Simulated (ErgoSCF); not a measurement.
**SiHSCl (SMILES S[Si]Cl) at USVWN3(Ergo)/pc-1**

What is the vertical electron affinity of SiHSCl at USVWN3(Ergo)/pc-1? 

Program for the calculation: ErgoSCF 3.8.

6 further runs of the same task are left out: 1 that didn't finish, 5 set aside as unsound or not needed.

## (1) The system as given

The species is SiHSCl (4 atoms), meant as a singlet with charge 0. As SMILES, `S[Si]Cl`. Geometry: relaxed at GFN2-xTB.

Bond lengths: S1–Si2 2.185 Å, Si2–Cl3 2.042 Å, S1–H4 1.326 Å. Angles: S1–Si2–Cl3 99.7°, Si2–S1–H4 94.9°.

## (2) A single-point energy at USVWN3(Ergo)/pc-1

Input file molecule.xyz:

```xyz
4

S     -0.138240     0.984470    -0.603660
Si    -0.196710    -0.912400     0.480120
Cl     1.762660    -1.048970     1.038200
H     -1.427710     0.976890    -0.914660
```

Input file ergo.in:

```
# single point, ClHSSi
set_nthreads("env")
molecule "molecule.xyz"
tmpdir = "."
scf.convergence_threshold = 1e-06
scf.starting_guess_disturbance = 0.02
basis = "pc-1"
scf.output_mulliken_pop = 1
scf.force_unrestricted = 1
scf.max_number_of_iterations = 80
run "SVWN3"
```

The basis set pc-1 is read from a file made from the Basis Set Exchange's data (not shown).

Launch:

```console
$ ergo ergo.in
```

The program printed:

```text
[...]
INDF Weighted mixed functional:
[...]
INSC Energy   1 =       -671.45171540618
[...]
INDE PURIFICATION CONVERGED after 43 iterations
[...]
INDE PURIFICATION CONVERGED after 42 iterations
[...]
INDE PURIFICATION CONVERGED after 35 iterations
[...]
INDE E(LUMO) - E(HOMO) <=          0.11175758592 =          3.04107885086 eV
[...]
INSC Energy  20 =      -1145.51529794810  ( diff     -0.000000000028194 )
[...]
RESC CONVERGED after  20 iterations.
RESC FINAL ENERGY:      -1145.51529794810
RESC FINAL <S2> =          0.00000000000
[...]
INSC SCF: dipole_moment_x [atomic units] =      -0.70158877
INSC SCF: dipole_moment_y [atomic units] =      -0.06285414
INSC SCF: dipole_moment_z [atomic units] =      -0.13517484
[...]
```

Run time: 48 s. Hardware: 1 thread of Intel Xeon at 2.50GHz (Skylake/Cascade Lake), shared host; peak memory 0.27 GiB.

## (3) The doublet anion, same level

Input file geom.xyz:

```xyz
4

S     -0.138240     0.984470    -0.603660
Si    -0.196710    -0.912400     0.480120
Cl     1.762660    -1.048970     1.038200
H     -1.427710     0.976890    -0.914660
```

Input file input.ego:

```
# SVWN3 on ClHSSi
set_nthreads("env")
molecule "geom.xyz"
scf.max_number_of_iterations = 80
spin_polarization = 1
tmpdir = "."
charge = -1
scf.convergence_threshold = 1e-06
scf.output_mulliken_pop = 1
scf.starting_guess_disturbance = 0.02
basis = "pc-1"
run "SVWN3"
```

The basis set pc-1 is read from a file made from the Basis Set Exchange's data (not shown).

Launch:

```console
$ ergo input.ego
```

The program printed:

```text
[...]
INDF Weighted mixed functional:
[...]
INSC Energy   1 =       -680.77865029973
[...]
INDE PURIFICATION CONVERGED after 47 iterations
[...]
INDE PURIFICATION CONVERGED after 45 iterations
[...]
INDE PURIFICATION CONVERGED after 35 iterations
[...]
INDE E(LUMO) - E(HOMO) <=          0.12616079495 =          3.43301013692 eV
[...]
INSC Energy  26 =      -1145.55172076396  ( diff     -0.000000000277623 )
[...]
RESC CONVERGED after  26 iterations.
RESC FINAL ENERGY:      -1145.55172076396
RESC FINAL <S2> =          0.75126447496
[...]
INSC SCF: dipole_moment_x [atomic units] =      -0.71699051
INSC SCF: dipole_moment_y [atomic units] =       0.93200497
INSC SCF: dipole_moment_z [atomic units] =      -0.71491432
[...]
```

Wall time 62 s (1 thread of Intel Xeon at 2.50GHz (Skylake/Cascade Lake), shared host); peak memory 0.27 GiB.

## (4) What came out

Level: USVWN3(Ergo)/pc-1.

```
                                         quantity           value
                     singlet SiHSCl: total energy  -1145.51530 Eh
                    singlet SiHSCl: dipole moment          1.82 D
                      doublet anion: total energy  -1145.55172 Eh
                              doublet anion: ⟨S²⟩           0.751
vertical electron affinity (to the doublet anion)        0.991 eV
```

At fixed nuclei the extra electron is bound by 0.99 eV (95.6 kJ/mol). The basis has no diffuse functions, so the error can be as large as this value. Mulliken charges (doublet anion) run from -0.49 on S1 to +0.10 on H4.
